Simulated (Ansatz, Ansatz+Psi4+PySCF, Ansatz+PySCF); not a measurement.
```xyz
3

Cl    0.0000    0.1282   -1.6917
O     0.0000   -0.4994    0.4371
O     0.0000    0.3712    1.2546
```

Basis set: cc-pVTZ on O; cc-pV(T+d)Z on Cl (spherical functions). Correlated methods keep 7 orbitals frozen. Correlation on ROHF uses semicanonical orbitals with singles. Charge 0, multiplicity 2.

Computed with Ansatz (development build ahead of 0.2.0); each method stands on the lowest determinant of its kind that the runs found.

Question: Give the atomization energy at this shape (free ground-state atoms in the same class of orbitals less the molecule, no zero-point energy) of doublet ClO₂ by UHF-CCSD(T), UHF-CCSD, UHF-MP2, ROHF-MP2, UHF, ROHF.

Answer:

```
     method  atomization energy
UHF-CCSD(T)        466.9 kJ/mol
   UHF-CCSD        427.4 kJ/mol
    UHF-MP2        499.7 kJ/mol
   ROHF-MP2        379.1 kJ/mol
        UHF         88.0 kJ/mol
       ROHF       -106.8 kJ/mol
```

Caution for UHF-CCSD(T), ROHF-MP2: another reference gives a lower total. Caution for UHF-CCSD(T), UHF-CCSD, UHF-MP2, UHF: the unrestricted determinant is a mixture of spin states. Caution for UHF-MP2, ROHF-MP2: forces differ strongly between restricted and unrestricted references. Caution for ROHF-MP2, ROHF: an unrestricted determinant lies well below. Caution for ROHF: the molecule lies well above its atoms at this level.
